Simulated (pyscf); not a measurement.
PySCF, gas phase, ωB97X-D3(BJ)/def2-SVP geometries.

### Question
For the elementary gas-phase step H₂N–Ti(NH₂)(Cl)–Cl (SMILES [NH2][Ti]([NH2])([Cl])[Cl]) + H• (SMILES [H]) → [HN–Ti(NH₂)(Cl)–Cl]• (SMILES [NH][Ti]([NH2])([Cl])[Cl]) + H₂ (SMILES [H][H]) (doublet surface; H–N broken, H–H formed), what barrier and reaction energy does ωB97M-D3(BJ)/def2-TZVP give, measured from the separated reactants?

### Answer
ΔE‡ = 0.75 eV, ΔE = +0.39 eV. Zero-point energy shifts the barrier by -0.08 eV. It is a hydrogen abstraction, with an imaginary mode of 1106i cm⁻¹. One saddle was located; it need not be the lowest between these sides. The angle at the transferred H is 173°. Open-shell species with a d-block atom are single-reference here; other states, and whether the spin sits on metal or ligand, were not checked.
